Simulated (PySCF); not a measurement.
**C4H7NS: core ionisation energies**

C4H7NS.
Z-matrix (Å and degrees, GFN2-xTB geometry), rows numbered from 1:
```
C 
C   1  1.3287
N   2  1.3752  1  120.59
C   3  1.2676  2  120.25  1  -179.94
S   4  1.7243  3  121.64  2   180.00
C   5  1.8122  4  100.03  3    -0.03
H   1  1.0747  2  121.61  3  -180.00
H   1  1.0755  2  120.64  3    -0.06
H   2  1.0928  1  121.39  3  -179.97
H   4  1.0953  3  125.66  2     0.02
H   6  1.0847  5  108.53  4   -59.82
H   6  1.0845  5  107.20  4  -179.96
H   6  1.0847  5  108.57  4    59.87
```

Computed, not measured: delta-SCF UKS SCAN, pcX-2 on the ionised atom, pcseg-1 elsewhere, spin-free X2C (PySCF 2.14.0). Vertical ΔSCF values, vacuum level as zero.

**Question.** List the computed XPS lines with their assignment.

**Answer.** 
| atom(s) | bonded to | level | binding energy (eV) | above the level's lowest (eV) | count |
| --- | --- | --- | --- | --- | --- |
| C1 | C (double bond) and 2 H | C 1s | 289.45 | 0.00 | 1 |
| C2 | N, C (double bond) and H | C 1s | 291.06 | +1.61 | 1 |
| C6 | S and 3 H | C 1s | 291.24 | +1.79 | 1 |
| C4 | N (double bond), S and H | C 1s | 291.71 | +2.26 | 1 |
| N3 | C (double bond) and C | N 1s | 404.29 | 0.00 | 1 |
| S5 | 2 C | S 1s | 2477.24 | 0.00 | 1 |

The listed C 1s values span 2.26 eV, from C1 (bonded to C (double bond) and 2 H) to C4 (bonded to N (double bond), S and H). The widest gap between neighbouring values is 1.61 eV, between 289.45 and 291.06 eV. Summing the Pauling electronegativity differences to the bonded atoms, each weighted by its formal bond order, gives -0.70 for the lowest site and +0.66 for the highest; no listed site has a larger sum than the highest. The smallest sum, -1.02, belongs to C6, 1.79 eV above the lowest.

**Question.** Which effective nuclear charge Zeff reproduces each element's mean 1s value in the hydrogen-like formula E = 13.606 eV × Zeff²?

**Answer.** C (Z = 6): mean 290.9 eV, Zeff = 4.62, Z − Zeff = 1.38; N (Z = 7): mean 404.3 eV, Zeff = 5.45, Z − Zeff = 1.55; S (Z = 16): mean 2477.2 eV, Zeff = 13.49, Z − Zeff = 2.51. Means run over the listed sites, weighted by atom count.

**Question.** Give the binding energy of C 1s of C2 in hartree and in kJ/mol.

**Answer.** 291.06 eV = 10.6963 Eh = 28083 kJ/mol.

Not every level is listed. Spin contamination (⟨S²⟩ against 0.75 for a pure doublet) is marked for C 1s of C4 (0.93), which makes this value less certain. Isolated species at its GFN2-xTB geometry (one conformer only).
